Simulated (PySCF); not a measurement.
# Running PySCF for HCl

Input:

```python
from pyscf import gto, scf, cc

mol = gto.M(
    atom='H 0 0 0; Cl 0 0 1.226',
    basis='cc-pvtz-dk',
    charge=0,
    spin=0,
    symmetry=True,
    verbose=4,
)
mf = scf.RHF(mol)
mf = mf.sfx2c1e()
mf.kernel()
mycc = cc.CCSD(mf, frozen=5)
mycc.kernel()
e = mycc.ipccsd(nroots=6)[0]
print('roots (eV) =', (e*27.211386).round(3))
mf.dip_moment()
print('orbital energies (hartree):', mf.mo_energy[..., max(0, mol.nelec[1]-3):mol.nelec[0]+3].round(4))
```

```bash
$ OMP_NUM_THREADS=1 python input.py
```

Output (some set-up lines and the per-cycle HOMO/LUMO lines with their warnings removed):

```
PySCF version 2.14.0

[INPUT] verbose = 4
[INPUT] num. atoms = 2
[INPUT] num. electrons = 18
[INPUT] charge = 0
[INPUT] spin (= nelec alpha-beta = 2S) = 0
[INPUT] symmetry True subgroup None
[INPUT] Mole.unit = angstrom
[INPUT] Symbol           X                Y                Z      unit          X                Y                Z       unit  Magmom
[INPUT]  1 H      0.000000000000   0.000000000000   0.000000000000 AA    0.000000000000   0.000000000000   0.000000000000 Bohr   0.0
[INPUT]  2 Cl     0.000000000000   0.000000000000   1.226000000000 AA    0.000000000000   0.000000000000   2.316804228717 Bohr   0.0

nuclear repulsion = 7.33769378926591
point group symmetry = Coov
symmetry origin: [0.         0.         2.18809288]
symmetry axis x: [1. 0. 0.]
symmetry axis y: [0. 1. 0.]
symmetry axis z: [0. 0. 1.]
num. orbitals of irrep A1 = 18
num. orbitals of irrep E1x = 10
num. orbitals of irrep E1y = 10
num. orbitals of irrep E2x = 4
num. orbitals of irrep E2y = 4
num. orbitals of irrep E3x = 1
num. orbitals of irrep E3y = 1
number of shells = 15
number of NR pGTOs = 75
number of NR cGTOs = 48
basis = cc-pvtz-dk
ecp = {}

******** <class 'pyscf.x2c.sfx2c1e.sfX2C1eSymAdaptedRHF'> ********
method = sfX2C1eSymAdaptedRHF
initial guess = minao
damping factor = 0
level_shift factor = 0
DIIS = <class 'pyscf.scf.diis.CDIIS'>
diis_start_cycle = 1
diis_space = 8
diis_damp = 0
SCF conv_tol = 1e-09
SCF conv_tol_grad = None
SCF max_cycles = 50
direct_scf = True
direct_scf_tol = 1e-13

******** <class 'pyscf.x2c.sfx2c1e.SpinFreeX2CHelper'> ********
approx = 1e
xuncontract = 1
Freeze 0 electrons in irreps []
    18 free electrons in irreps A1 E1x E1y E2x E2y E3x E3y
Set gradient conv threshold to 3.16228e-05
Initial guess from minao.
init E= -461.466314607963
cycle= 1 E= -461.498636798753  delta_E= -0.0323  |g|= 0.21  |ddm|= 0.714
cycle= 2 E= -461.512793889456  delta_E= -0.0142  |g|= 0.0763  |ddm|= 0.205
cycle= 3 E= -461.514311937737  delta_E= -0.00152  |g|= 0.0163  |ddm|= 0.0452
cycle= 4 E= -461.51448426422  delta_E= -0.000172  |g|= 0.00463  |ddm|= 0.0188
cycle= 5 E= -461.514499780033  delta_E= -1.55e-05  |g|= 0.000695  |ddm|= 0.00654
cycle= 6 E= -461.514500043209  delta_E= -2.63e-07  |g|= 0.000172  |ddm|= 0.000853
cycle= 7 E= -461.514500059614  delta_E= -1.64e-08  |g|= 2.4e-05  |ddm|= 0.000281
cycle= 8 E= -461.514500059909  delta_E= -2.95e-10  |g|= 3.78e-06  |ddm|= 3.6e-05
Extra cycle  E= -461.514500059916  delta_E= -6.93e-12  |g|= 1.28e-06  |ddm|= 4.46e-06
converged SCF energy = -461.514500059916

******** <class 'pyscf.cc.ccsd.CCSD'> ********
CC2 = 0
CCSD nocc = 4, nmo = 43
frozen orbitals 5
max_cycle = 50
direct = 0
conv_tol = 1e-07
conv_tol_normt = 1e-05
diis_space = 6
diis_start_cycle = 0
diis_start_energy_diff = 1e+09
Init t2, MP2 energy = -461.716974798326  E_corr(MP2) -0.202474738409611
Init E_corr(CCSD) = -0.202474738410231
cycle = 1  E_corr(CCSD) = -0.217648531668808  dE = -0.0151737933  norm(t1,t2) = 0.027076
cycle = 2  E_corr(CCSD) = -0.221225265400035  dE = -0.00357673373  norm(t1,t2) = 0.00804901
cycle = 3  E_corr(CCSD) = -0.222399683024282  dE = -0.00117441762  norm(t1,t2) = 0.00281718
cycle = 4  E_corr(CCSD) = -0.222426954730789  dE = -2.72717065e-05  norm(t1,t2) = 0.000418484
cycle = 5  E_corr(CCSD) = -0.222399794235843  dE = 2.71604949e-05  norm(t1,t2) = 0.00010354
cycle = 6  E_corr(CCSD) = -0.222400215868683  dE = -4.21632841e-07  norm(t1,t2) = 1.93113e-05
cycle = 7  E_corr(CCSD) = -0.222400911879653  dE = -6.9601097e-07  norm(t1,t2) = 4.64321e-06
cycle = 8  E_corr(CCSD) = -0.222400838172991  dE = 7.37066617e-08  norm(t1,t2) = 1.26903e-06
CCSD converged
E(CCSD) = -461.736900898089  E_corr = -0.2224008381729915

******** <class 'pyscf.cc.eom_rccsd.EOMIP'> ********
max_space = 20
max_cycle = 50
conv_tol = 1e-07
partition = None
EOM-CCSD root 0 E = 0.4662219023445068  qpwt = 0.965471  conv = True
EOM-CCSD root 1 E = 0.4662219023503542  qpwt = 0.965471  conv = True
EOM-CCSD root 2 E = 0.6196789641589048  qpwt = 0.961612  conv = True
EOM-CCSD root 3 E = 0.9562517165101651  qpwt = 0.625057  conv = True
EOM-CCSD root 4 E = 1.017268620115391  qpwt = 3.25907e-21  conv = True
EOM-CCSD root 5 E = 1.019861687019296  qpwt = 4.98358e-22  conv = True
roots (eV) = [12.687 12.687 16.862 26.021 27.681 27.752]
Dipole moment(X, Y, Z, Debye): -0.00000,  0.00000, -1.20470
orbital energies (hartree): [-0.6339 -0.4762 -0.4762  0.1328  0.3304  0.4895]
```

In short: E(SCF) = -461.514500 Eh, 8 cycles, E(CCSD) − E(SCF) = -0.22240 Eh, μz(SCF) = -1.20 D, ionisation roots 12.687, 12.687, 16.862, 26.021, 27.681, 27.752 eV.

Hardware: Arm Neoverse V2, 1 thread, shared host. Wall time 1.2 s, peak memory 0.13 GiB.

Stability towards an unrestricted solution was not tested. The bond length is a typed value, not an optimised one.
